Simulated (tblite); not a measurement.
# Cl2HLi: the cost of one run

Programs: tblite 0.8.0 and PySCF 2.14.0. All values are calculated, for the isolated system unless a continuum is named. Atoms count from 0, parts from 1.

## 1. The system as given

4 atoms, charge 0, multiplicity 1; geometry: rigid parts in contact. Parts: 1 = atoms 0–1, `[Li][Cl]`, charge 0; 2 = atoms 2–3, `Cl`, charge 0.

## 2. Search for minima with GFN2-xTB

What the job is given:

```
{"job": {"kind": "dock", "xc": "GFN2-xTB", "basis": "xTB"}, "charge": 0, "multiplicity": 1, "parts": [{"atoms": "0-1", "charge": 0, "multiplicity": 1}, {"atoms": "2-3", "charge": 0, "multiplicity": 1}]}
Li    -0.746678    -0.422623    -0.470149
Cl     0.746678     0.422623     0.470149
Cl    -2.248359    -0.389876     1.610181
H     -0.991355    -0.216489     1.754012
```

Level: GFN2-xTB search for minima from random contacts, gas phase.

Run with:

```sh
$ OMP_NUM_THREADS=1 python cluster_run.py task.json out
```

The driver reads the jobs from task.json and runs them one after another.

**Question.** How long does this first job take on 1 thread of Arm Neoverse V2, shared host?

About 1.9 s.
